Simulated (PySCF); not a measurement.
How methods differ on the electron affinity of S

S⁻ [Ne] 3s2 3p5 (2P) → S [Ne] 3s2 3p4 (3P), as a difference of total energies. Computed with PySCF 2.14 in dyall-acv3z (19s12p6d4f, 113 functions), with no relativity, point nucleus. Correlated levels: valence: [Ne] frozen; valence and next inner shell: 1s2 frozen; virtual orbitals above 40 to 60 times the deepest correlated orbital energy dropped. The calculations carry no spin-orbit coupling.

```
                                method  electron affinity (eV)
                                   UHF                   0.883
                                   LDA                   2.394
                                   PBE                   2.166
                                  PBE0                   2.066
                                r2SCAN                   2.116
                               r2SCANh                   2.086
                                PBEsol                   2.159
                                  TPSS                   2.093
                         MP2 (valence)                   1.936
                     SCS-MP2 (valence)                   1.934
    MP2 (valence and next inner shell)                   1.938
SCS-MP2 (valence and next inner shell)                   1.934
```

Q: How much does correlation contribute at MP2 (valence and next inner shell)?

A: 1.938 − (0.883) = 1.055 eV, measured against UHF.

Errors of the correlated levels include the incompleteness of this basis and the frozen core.

In the anion the highest occupied orbital energy is positive at LDA, PBE, PBE0, r2SCAN, r2SCANh, PBEsol, TPSS, a self-interaction effect; the basis confines that electron, and the energy difference can still be sensible.

For comparison: 2.077 eV (measured; photodetachment measurements, as compiled on the Wikipedia data page of electron affinities).
